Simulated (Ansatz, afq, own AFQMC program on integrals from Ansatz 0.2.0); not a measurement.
AFQMC on a folder of integrals that Ansatz 0.2.0 wrote.

```yaml
crystal:
  periodic: [false, false, false]
  atoms:
    - {symbol: O, position_ang: [-1.612774, -1.324938, -0.741413]}
    - {symbol: Al, position_ang: [-0.435216, -0.433249, -0.122045]}
    - {symbol: O, position_ang: [0.796480, 0.475603, 0.550361]}
    - {symbol: H, position_ang: [1.251510, 1.282584, 0.313097]}
basis:
  gaussian: {orbitals: def2-TZVP}
magnetization: {spin_polarized: false}
correlation: {method: ccsd_t, electrons: outside_noble_gas, hamiltonian_folder: ham}
```

```sh
$ ansatz run in.yaml --threads 1 --pin off --events-out ev --progress --plain --max-ram 16896MiB --backend cuda --devices 0, --max-vram 18GiB
```

Options of the walk:

```
--method phaseless --trial cisd --walkers 4000 --populations 20 --least-time 60 --time-step 0.005 --steps-per-block 50 --equilibration-blocks 28 --max-blocks 4000 --target-error 0.00024 --factor-cut 1e-05 --seed 6131 --release-times 0.24,0.51,0.99,1.5 --release-step 0.03 --release-every 4 --taylor-order 6
```

Times are imaginary, in 1/Eh. The walk had a cap of 261 s. With eight or more populations the least sampling time is a fifth of least-time, and the error comes from their spread.

afq prints:

```
orbitals 98  electrons 8 8  factors 681 of 684
reference energy -392.32401112 Eh
CCSD correlation -0.55321374 Eh in 15 cycles, weight of the determinant in the CISD state 0.8475
energy of the start -392.877212 Eh
 block  time / (1/Eh)  mean weight  energy / Eh
     1     0.250  1.0001  -392.871407
     2     0.500  0.9994  -392.882013
     3     0.750  0.9998  -392.889338
     4     1.000  1.0001  -392.893752
     5     1.250  1.0008  -392.897247
    10     2.500  0.9998  -392.900459
    29     7.250  0.9998  -392.901461
    49    12.250  0.9998  -392.901859
    69    17.250  0.9996  -392.901004
    89    22.250  1.0003  -392.901595
   109    27.250  1.0003  -392.902714
   113    28.250  0.9999  -392.898872
   129    32.250  1.0000  -392.901859
   149    37.250  0.9996  -392.901300
   157    39.250  0.9992  -392.905456
   169    42.250  1.0000  -392.899884
   185    46.250  1.0004  -392.903106
error from the spread of 20 populations
released: time / (1/Eh)  energy / Eh  error  mean overlap
  0.24  -392.902691  0.000228  0.9954
  0.51  -392.902891  0.000230  0.9922
  0.99  -392.903551  0.000310  0.9782
  1.50  -392.903362  0.000344  0.9747
energy -392.902408 +/- 0.000216 Eh
(rows thinned)
```

The run failed at least one of its tests; the cautions name the faults. The second half of the sampling lies below the first by 3.1 errors of their difference, so the energy may still be moving and its error bar be too small.

Against this walk (error 5.9 meV) on the same determinant: CCSD(T) 33.9 meV higher, CCSDT(Q) 28.1 meV lower. The error is statistical and leaves out the bias of the constraint. Released to 1.50 1/Eh the energy lies 26 ± 11 meV (both errors) below the phaseless value, which shows part or all of the bias of the constraint, and CCSDT(Q) lies 2.2 meV below the released value. CCSDT(Q) is the surest value here, so the walk's 28 meV above it is most likely the bias of the constraint with this trial, which can have either sign.

Cautions: constraint bias not in the error; halves of the run differ; higher spins were not checked; raised T1 diagnostic (T1 0.024, weight of the determinant 0.85, largest double 0.04).

The walk took 4 min on 1 × NVIDIA H100 80GB HBM3 with 2 threads of AMD EPYC 7R13 Processor (Zen 3), on a shared host (the card was shared). The log's last line is the phaseless energy.

CCSDT and higher add their correlation energy to the determinant of the CCSD(T) run, since their own runs factorise the integrals more tightly (a shift of under 2 meV). A walk keeps the symmetry of its determinant, which the program's search chose and which needn't be the lowest solution, so a lower state of the same spin and another symmetry isn't excluded.
